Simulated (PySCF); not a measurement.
# C2H4: the cost of one run

The runs use PySCF 2.14.0, with density-fitted response routines of our own; the level of theory stands in each step. All values are computed, except where a source is named. Atoms count from 0, in the outputs and in this text.

## 1. The molecule as given

6 atoms, charge 0, multiplicity 1; geometry from: MMFF94s. The atoms were then displaced at random by about 0.03 Å, so the start is not that level's minimum.

Bonds of the start (Å): C0–C1 1.26, C0–H2 1.21, C0–H3 1.00, C1–H4 1.10, C1–H5 1.11.

## 2. Relaxing the molecule at PBE0-D3(BJ)/def2-SVP

The job: settings as JSON, then the geometry in Å.

```
{"job": {"xc": "PBE0", "basis": "def2-SVP", "d3": "d3bj", "grid": 1, "shake": 0.03, "kind": "geom"}, "charge": 0, "multiplicity": 1}
C     -0.605480    -0.116250     0.007830
C      0.649670     0.026000    -0.001760
H     -1.341650     0.837130     0.110740
H     -1.070440    -0.982840    -0.164600
H      1.272610    -0.864130    -0.168350
H      1.158410     1.004070     0.146870
```

Launch:

```console
> OMP_NUM_THREADS=1 python probes_run.py task.json out
```

One launch serves the whole session: the jobs run in the order shown.

Q: Estimate the wall time of this first job on 1 thread of Arm Neoverse V2, shared host.

About 3.5 s.
